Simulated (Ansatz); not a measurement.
## Forces away from equilibrium

SiNH₅ (SMILES N[SiH3]), singlet, displaced at random from a GFN2-xTB minimum.

N1  (-0.039, -1.049, -0.059)
Si2  (0.081, 0.612, -0.124)
H3  (-1.070, -1.380, -0.175)
H4  (0.329, -1.557, 0.671)
H5  (-0.622, 1.053, -1.277)
H6  (-0.465, 1.360, 1.151)
H7  (1.574, 0.803, -0.194)
(Å)

Computed with Ansatz 0.2.0 (basis: def2-TZVPP); correlated methods freeze the cores.

CCSD(T) forces from the calculation:
```
atom      Fx      Fy  Fz (eV/Å)
  N1  -4.346  -1.610     -2.070
 Si2   1.307   1.751      2.087
  H3   2.519   0.579      0.225
  H4   1.118  -1.233      1.839
  H5  -0.547   0.492     -0.945
  H6   0.420  -0.420     -1.110
  H7  -0.472   0.441     -0.027
```

Task: Which atom feels the largest CCSD(T) force, and how large is it?

Result: N1, 5.08 eV/Å, along (-0.86, -0.32, -0.41).

Root-mean-square difference of the force components from those of CCSD(T): PBE0-D4 0.093; wB97M-V 0.056; r2SCAN-D4 0.090; PBE-D4 0.168; BHLYP-D4 0.187; r2SCAN0-D4 0.137 eV/Å.

The T1 diagnostic stays at or below 0.010.

For scale, one of the runs: CCSD(T)/def2-TZVPP forces, 143 basis functions (an equivalent command: `ansatz run in.yaml --threads 4`). The run took 18 s on 4 CPU threads (shared host), with 1.5 GiB of host memory at its peak.
